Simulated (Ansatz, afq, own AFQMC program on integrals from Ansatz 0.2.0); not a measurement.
AFQMC on a folder of integrals that Ansatz 0.2.0 wrote.

```yaml
crystal:
  periodic: [false, false, false]
  atoms:
    - {symbol: Si, position_ang: [0.000000, 0.000000, 0.000000]}
    - {symbol: N, position_ang: [0.000000, 0.000000, 1.563809]}
basis:
  gaussian: {orbitals: 6-31G}
total_charge: 1
magnetization: {spin_polarized: false}
correlation: {method: ccsd_t, electrons: outside_noble_gas, hamiltonian_folder: ham}
```

```sh
$ ansatz run in.yaml --threads 1 --pin off --events-out ev --progress --plain --max-ram 24576MiB --backend cuda --devices 0, --max-vram 18GiB
```

afq runs on the folder ham with

```
--method phaseless --trial hf --walkers 4000 --populations 20 --least-time 40 --time-step 0.005 --steps-per-block 20 --equilibration-blocks 112 --max-blocks 4000 --target-error 0.0008500 --factor-cut 1e-05 --seed 9579 --taylor-order 6
```

Times are imaginary, in 1/Eh. The walk had a cap of 49 s. With eight or more populations the least sampling time is a fifth of least-time, and the error comes from their spread.

Output of the walk:

```
orbitals 16  electrons 4 4  factors 91 of 272
reference energy -342.75912830 Eh
CCSD correlation -0.21745211 Eh in 15 cycles, weight of the determinant in the CISD state 0.6471
energy of the start -342.759128 Eh
 block  time / (1/Eh)  mean weight  energy / Eh
     1     0.100  1.0007  -342.788200
     2     0.200  1.0009  -342.811352
     3     0.300  1.0009  -342.828977
     4     0.400  1.0010  -342.845215
     5     0.500  1.0008  -342.860446
    10     1.000  1.0008  -342.903445
    61     6.100  0.9996  -342.956117
    76     7.600  1.0000  -342.958897
   151    15.100  0.9999  -342.967965
   226    22.600  1.0000  -342.970265
   301    30.100  0.9999  -342.998678
   376    37.600  1.0001  -342.975428
   451    45.100  1.0000  -342.970756
   526    52.600  1.0000  -342.975703
   601    60.100  0.9999  -342.979930
   631    63.100  0.9998  -342.976561
error from the spread of 20 populations
energy -342.974616 +/- 0.001365 Eh
(rows thinned)
```

The run passed its tests (sampling time, drift between the halves within three errors, error under three times the target), which doesn't prove that it has relaxed, ending at its cap on processor time.

Against this walk (error 37.2 meV) on the same determinant: CCSD(T) 581.6 meV lower, CCSDT(Q) 615.8 meV lower, CCSDTQ 538.2 meV lower, full CI 547.4 meV lower, a separate phaseless walk with a CISD trial and standard settings 347.6 ± 37.6 meV lower. The error is statistical and leaves out the bias of the constraint. Full CI is exact here, so the walk's 547 meV above it is the walk's own error: the bias of the constraint with this trial. The determinant is a poor start (see the cautions), so the low cluster orders aren't to be relied on, and full CI is the sure value.

Cautions: constraint bias not in the error; error above the target (37.2 against 23.1 meV); another spin lies lower; restricted determinant unstable towards unrestricted (UHF 2.20 eV lower, ⟨S²⟩ 1.18); the search met a lower determinant of the same kind, perhaps of another symmetry (261 meV lower), and this one is a saddle point; strong correlation (T1 0.119, weight of the determinant 0.65, largest double 0.24); (T) is large, 9 % of the CCSD correlation; (Q) is large, 117 meV, so the cluster series hasn't closed; CCSDTQ on the UHF determinant differs (171 meV lower), perhaps since the unrestricted series falls towards higher spin.

The walk took 49 s on 1 × NVIDIA H100 80GB HBM3 with 2 threads of AMD EPYC 7R13 Processor (Zen 3) (shared host) (the card was shared). The log's last line is the phaseless energy.

CCSDT and higher add their correlation energy to the determinant of the CCSD(T) run, since their own runs factorise the integrals more tightly (a shift of under 2 meV). A walk keeps the symmetry of its determinant, which the program's search chose and which needn't be the lowest solution, so a lower state of the same spin and another symmetry isn't excluded.
